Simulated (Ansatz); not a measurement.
Two shapes of singlet C4H10.

Shape 1:

```xyz
14

H     0.0000    0.0000    1.1000
C     0.0000    0.0000    0.0000
C     1.4560    0.0000   -0.4701
C    -0.7280    1.2609   -0.4701
C    -0.7280   -1.2609   -0.4701
H     1.4865    0.0000   -1.5597
H     1.9601    0.8898   -0.0931
H     1.9601   -0.8898   -0.0931
H    -0.7432    1.2873   -1.5597
H    -1.7507    1.2526   -0.0931
H    -0.2094    2.1424   -0.0931
H    -0.7432   -1.2873   -1.5597
H    -0.2094   -2.1424   -0.0931
H    -1.7507   -1.2526   -0.0931
```

Shape 2:

```xyz
14

H     0.0000    0.0000    1.4738
C     0.0000    0.0000    0.3677
C     1.4538    0.0000   -0.0944
C    -0.7269    1.2590   -0.0944
C    -0.7269   -1.2590   -0.0944
H     1.5159    0.0000   -1.1960
H     1.9929    0.8896    0.2680
H     1.9929   -0.8896    0.2680
H    -0.7580    1.3128   -1.1960
H    -1.7669    1.2811    0.2680
H    -0.2260    2.1707    0.2680
H    -0.7580   -1.3128   -1.1960
H    -0.2260   -2.1707    0.2680
H    -1.7669   -1.2811    0.2680
```

Basis set: 6-31G* (spherical functions). Left uncorrelated: 4 orbitals. Charge 0, multiplicity 1.

Computed with Ansatz (development build ahead of 0.2.0); each method stands on the lowest determinant of its kind that the runs found.

Which shape is lower in energy, and by how much in each method?

| method | E(2) − E(1) (eV) |
| --- | --- |
| RHF | 0.005 |
| RHF-MP2 | -0.017 |

Shape 2 is lower, bar methods that put the two within 0.005 eV.
